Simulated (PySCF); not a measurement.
**Nuclear quadrupole coupling in `O=NOO`**

Compound: HNO3.
Atom-mapped SMILES: `[O:1]=[N:2][O:3][OH:4]` (hydrogens: H5 on O4)

Field gradients from the PBE0/pcSseg-2 density (PySCF, non-relativistic), principal values in atomic units, ordered |Vxx| ≤ |Vyy| ≤ |Vzz|:

```json
{"atom": "O1", "Vxx": "0.9492", "Vyy": "1.1098", "Vzz": "-2.0589"}
{"atom": "N2", "Vxx": "0.5761", "Vyy": "0.7360", "Vzz": "-1.3121"}
{"atom": "O3", "Vxx": "-0.5604", "Vyy": "-1.9326", "Vzz": "2.4931"}
{"atom": "O4", "Vxx": "-0.2554", "Vyy": "-2.6546", "Vzz": "2.9100"}
```

**Question.** Find the asymmetry η = (Vxx − Vyy)/Vzz and the couplings χ = eQV/h (234.96 MHz × Q in barn × V in au), with Q(17O) = −0.0256 b, Q(14N) = 0.02044 b.

**Answer.** 
```json
{"atom": "O1", "environment": "oxygen bonded to N", "nucleus": "17O", "η": "0.08", "χzz (MHz)": "12.38", "χxx (MHz)": "-5.71", "χyy (MHz)": "-6.68"}
{"atom": "N2", "environment": "nitrogen bonded to 2 O", "nucleus": "14N", "η": "0.12", "χzz (MHz)": "-6.30", "χxx (MHz)": "2.77", "χyy (MHz)": "3.53"}
{"atom": "O3", "environment": "peroxide oxygen", "nucleus": "17O", "η": "0.55", "χzz (MHz)": "-15.00", "χxx (MHz)": "3.37", "χyy (MHz)": "11.62"}
{"atom": "O4", "environment": "peroxide oxygen", "nucleus": "17O", "η": "0.82", "χzz (MHz)": "-17.50", "χxx (MHz)": "1.54", "χyy (MHz)": "15.97"}
```

The tensor is traceless: Vxx + Vyy + Vzz = 0.

**Question.** What is Vzz at O4 in SI units (1 au = 9.71736 × 10²¹ V/m²)?

**Answer.** 2.9100 au = 28.277 × 10²¹ V/m².

**Question.** What couplings would deuterons (Q(2H) = 0.00286 b) have in place of the hydrogens, at this geometry?

**Answer.** 
| atom | bonded to | bond length (Å) | Vzz (au) | η | χzz (kHz) |
| --- | --- | --- | --- | --- | --- |
| H5 | O4 | 0.984 | 0.3539 | 0.24 | 238 |

Isolated species at its PBE0-D3(BJ)/def2-TZVP geometry (one conformer only).

These values come from a run that also computed NMR shieldings. The run took 4.7 s wall on one thread, AMD EPYC 9R45 (x86_64), shared host, and the process peaked at 0.64 GiB of memory.

The values belong to the conformer `[O:1]=[N:2][O:3][OH:4]`: O1–N2–O3–O4 0°, H–O4–O3–N2 0°.
